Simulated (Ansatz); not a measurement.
Job for Ansatz (a program for electronic structure): R-B3LYP/def2-TZVPP on HN2 (SMILES N#[NH+]). Charge +1.

Ansatz 0.2 input:
```yaml
crystal:
  periodic: [false, false, false]
  atoms:
    - {symbol: N, position_ang: [0.00000000, -0.00000000, -0.64805487]}
    - {symbol: N, position_ang: [-0.00000000, 0.00000000, 0.43793352]}
    - {symbol: H, position_ang: [-0.00000000, -0.00000000, 1.47491341]}
basis:
  gaussian:
    orbitals: def2-TZVPP
hamiltonian:
  xc: {name: B3LYP}
total_charge: 1
accuracy: high
phonons: {}
scf: {lower_state_search: off}
```

### Question
What total energy does the run end on?

### Answer
-109.7691 hartree.

### Question
How many basis functions does it have, and what does it roughly cost on one machine?

### Answer
76 functions; very roughly 30 core-seconds.
